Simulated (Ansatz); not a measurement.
Basis-set extrapolation for `C=COCCC` (PBE0-D4/def2-TZVP geometry, frozen core, Ansatz). Multiplicity 1, RHF reference.

|  | def2-TZVPP | def2-QZVPP |
| --- | --- | --- |
| HF | -270.100807 | -270.113455 |
| MP2 correlation | -1.086162 | -1.158655 |
| CCSD(T) correlation | -1.185146 | not run |

Energies in hartree. Use E(X) = E(∞) + A·exp(−7.88·√X) for Hartree–Fock and E(X) = E(∞) + B·X^(−2.97) for correlation, with X = 3 and 4, and add CCSD(T) minus MP2 of the smaller set to the MP2 limit.

Question: What is the CCSD(T) energy at the basis-set limit?

Answer: HF limit: -270.113455 + (-0.012648) × 0.13774 = -270.11520. MP2 limit: -1.158655 + (-0.072493) × 0.74074 = -1.21235. Higher-order term: -1.185146 − (-1.086162) = -0.09898. Total: -271.42653 hartree, 369.1 kJ/mol below CCSD(T)/def2-TZVPP.
